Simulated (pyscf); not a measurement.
`[OH][Ti]([OH])([OH])[Cl]` + `[H]` [doublet] → `[O][Ti]([OH])([OH])[Cl]` [doublet] + `[H][H]` (hydrogen abstraction; doublet surface; H–O broken, H–H formed). Optimised with ωB97X-D3(BJ)/def2-SVP in PySCF. Rate constants from transition-state theory, ωB97M-D3(BJ)/def2-TZVP energies (ideal gas, 1 atm, RRHO with modes under 100 cm⁻¹ raised to 100, one conformer, R ln 2 for rigid chiral ones; no tunnelling), k in cm³ molecule⁻¹ s⁻¹.

| T (K) | 1000/T | log10 k |
|---|---|---|
| 298 | 3.354 | -24.63 |
| 600 | 1.667 | -17.25 |
| 900 | 1.111 | ? |
| 1200 | 0.833 | -13.37 |

Question: Fit an Arrhenius line to the three values, give the activation energy, and predict k at 900 K.

Answer: Least squares gives log10 k = -9.73 − 4.45 × 1000/T, so Ea = 4.45 × ln 10 × 1.987 = 20.4 kcal/mol, against an electronic barrier of 20.3. At 900 K the line gives -14.67; the computed value is -14.70 (ΔG‡ = 37.3 kcal/mol), close to the line. This is the saddle that the search found; another between the same sides may lie lower. The angle at the transferred H is 155°. Open-shell species with a d-block atom are single-reference here; other states, and whether the spin sits on metal or ligand, were not checked.
